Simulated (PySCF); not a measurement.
Here is a job for PySCF.
```python
from pyscf import gto, scf, dft

mol = gto.Mole()
mol.atom = '''
    C    -0.00000000   -0.00000000   -0.15909141
    H     0.00000000    0.00000000    0.95454846
'''
mol.basis = '6-31g'
mol.spin = 3
mol.verbose = 4
mol.build()

mf = dft.UKS(mol)
mf.xc = 'blyp'
mf.kernel()
```

Q: What is the computed dipole moment (PySCF with BLYP/6-31G)?

A: 0.77 D

Q: What is the computed Mulliken (on the basis functions themselves) charges in atom order (BLYP/6-31G)?

A: C1 -0.18, H2 0.18

Q: What is the computed nuclear repulsion energy (BLYP/6-31G)?

A: 2.8511 Eh

These values belong to the state on which the SCF converged, which isn't shown to be the lowest.
